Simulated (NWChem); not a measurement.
**ethanol (C₂H₆O)**

SMILES: CCO
```xyz
9

C     -1.1961     0.1358     0.2499
C      0.0782    -0.4235    -0.3534
O      1.2217     0.3105    -0.0034
H     -2.0803    -0.4258    -0.0899
H     -1.3248     1.1921    -0.0312
H     -1.1730     0.0794     1.3515
H      0.1824    -1.4950    -0.0839
H      0.0180    -0.3878    -1.4531
H      1.3116     0.2790     0.9547
```
Charge 0, spin multiplicity 1.

The numbers come from NWChem runs, not from measurements. The geometry was optimised at PBE0/def2-SVP, a minimum by its harmonic frequencies. It is one conformer; others weren't searched.

Symmetry labels belong to the abelian group C1 used in the runs, with the axes of the coordinates shown.

Task: List the lowest 4 singlet excitations that TD-PBE/def2-SVP gives, with oscillator strengths.

Result: 
```tsv
state	symmetry	energy (eV)	wavelength (nm)	f
1	a	6.76	183	0.010
2	a	7.82	158	0.011
3	a	8.22	151	0.017
4	a	8.30	149	0.017
```
